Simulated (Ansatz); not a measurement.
Structure relaxation of NaZr3

Method: DFT PBE, scalar-relativistic, plane waves, PAW (Ansatz). Cutoff 420 eV, Γ-centred k mesh, Gaussian smearing, no spin polarisation in the final step.

The start puts NaZr3 on the TiAl3 (D0_22) structure type (I4/mmm, No. 139), with Na in place of Ti, Zr in place of Al, at a guessed volume.

```xyz
4
Lattice="-1.9837 1.9837 4.4311 1.9837 -1.9837 4.4311 1.9837 1.9837 -4.4311" Properties=species:S:1:pos:R:3 pbc="T T T"
Na    0.0000    0.0000    0.0000
Zr    0.0000    0.0000    4.4311
Zr    1.9837    0.0000    2.2155
Zr    0.0000    1.9837    2.2155
```

Steps on the 6×6×6 mesh (4 atoms). 7 of 7 steps are shown, and the free energy counts from the last. Trial steps that were taken back and renewals of the plane-wave basis can be among the rows.

| step | ΔF (meV/atom) | V (Å³/atom) | P (GPa) |
| --- | --- | --- | --- |
| 1 | 501.4 | 17.44 | 32.02 |
| 2 | 154.9 | 19.89 | 14.03 |
| 3 | 23.8 | 22.13 | 3.84 |
| 4 | 5.0 | 23.12 | 0.55 |
| 5 | 3.3 | 23.13 | 0.45 |
| 6 | 3.0 | 23.30 | -0.04 |
| 7 | 0.0 | 23.30 | 0.16 |

A final relaxation ran on a 14×14×14 mesh. The relaxed crystal, I4/mmm (No. 139):

```cif
data_structure
_symmetry_space_group_name_H-M 'I4/mmm'
_symmetry_Int_Tables_number 139
_cell_length_a 4.5211
_cell_length_b 4.5211
_cell_length_c 9.1473
_cell_angle_alpha 90.000
_cell_angle_beta 90.000
_cell_angle_gamma 90.000
_cell_volume 186.98
loop_
_atom_site_label
_atom_site_type_symbol
_atom_site_symmetry_multiplicity
_atom_site_Wyckoff_symbol
_atom_site_fract_x
_atom_site_fract_y
_atom_site_fract_z
_atom_site_occupancy
Na1 Na 2 a 0.00000 0.00000 0.00000 1
Zr1 Zr 2 b 0.50000 0.50000 0.00000 1
Zr2 Zr 4 d 0.50000 0.00000 0.25000 1
```

* Volume per atom: 23.37 Å³
* Density: 5.27 g/cm³
* Energy over the elements: 0.47 eV/atom
* Gap on the 14×14×14 mesh: 0 eV (a metal)

Energies over the elements count from the elements' standard structures at the same level, with no empirical corrections.

The final run used a 14×14×14 mesh on its 4-atom cell and 0.10 eV smearing. For metals, differences of a few meV/atom aren't resolved.

Symmetry constrained the relaxation, so the result can be a saddle point.

Cost: 3 runs of about 2.9 core-minutes in all, on Arm Neoverse V1 (shared hosts).